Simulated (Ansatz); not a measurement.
# AlH5SSi: the cost of one run

Program: Ansatz 0.2.0. Level of theory: RKS B3LYP/def2-SVP. These are calculated values, not measurements.

## 1. Starting point

Bond lengths: Si1–Al2 2.295 Å, Al2–S3 2.264 Å, Si1–H4 1.418 Å, Si1–H5 1.523 Å, Si1–H6 1.493 Å, Al2–H7 1.624 Å, S3–H8 1.437 Å. Angles: Si1–Al2–S3 119.1°, Si1–Al2–H7 120.4°, S3–Al2–H7 120.5°, Al2–Si1–H4 110.8°, Al2–Si1–H5 110.5°, Al2–Si1–H6 112.6°, H4–Si1–H5 107.8°, H4–Si1–H6 108.3°, H5–Si1–H6 106.8°, Al2–S3–H8 90.5°.

Coordinates:

```xyz
8

Si   -0.8630    1.0529   -0.0805
Al    0.8716   -0.4178   -0.3894
S     0.5387   -2.6180    0.0283
H    -2.0246    0.3742    0.3661
H    -1.2075    1.7530   -1.3885
H    -0.5374    2.1232    0.9079
H     2.3246    0.1170   -0.8807
H     0.9897   -2.4415    1.3809
```

## 2. End point A

Input file input.yaml:

```yaml
crystal:
  periodic: [false, false, false]
  atoms:
    - { symbol: Si, position_ang: [-0.863, 1.0529, -0.0805] }
    - { symbol: Al, position_ang: [0.8716, -0.4178, -0.3894] }
    - { symbol: S, position_ang: [0.5387, -2.618, 0.0283] }
    - { symbol: H, position_ang: [-2.0246, 0.3742, 0.3661] }
    - { symbol: H, position_ang: [-1.2075, 1.753, -1.3885] }
    - { symbol: H, position_ang: [-0.5374, 2.1232, 0.9079] }
    - { symbol: H, position_ang: [2.3246, 0.117, -0.8807] }
    - { symbol: H, position_ang: [0.9897, -2.4415, 1.3809] }
basis:
  gaussian: { orbitals: def2-SVP }
hamiltonian:
  xc: b3lyp
relax:
  f_tol: 0.015
  max_steps: 40
output:
  orbitals: {}
```

Run with:

```bash
ansatz run input.yaml --threads 1 --pin off --max-ram 2048MiB --backend cpu --events-out ev --progress --plain --runs-dir out
```

**Question.** How long does this run take on 1 thread of Arm Neoverse V2, shared host, and how much memory does it need?

About 35 s, with a peak of 0.15 GiB.
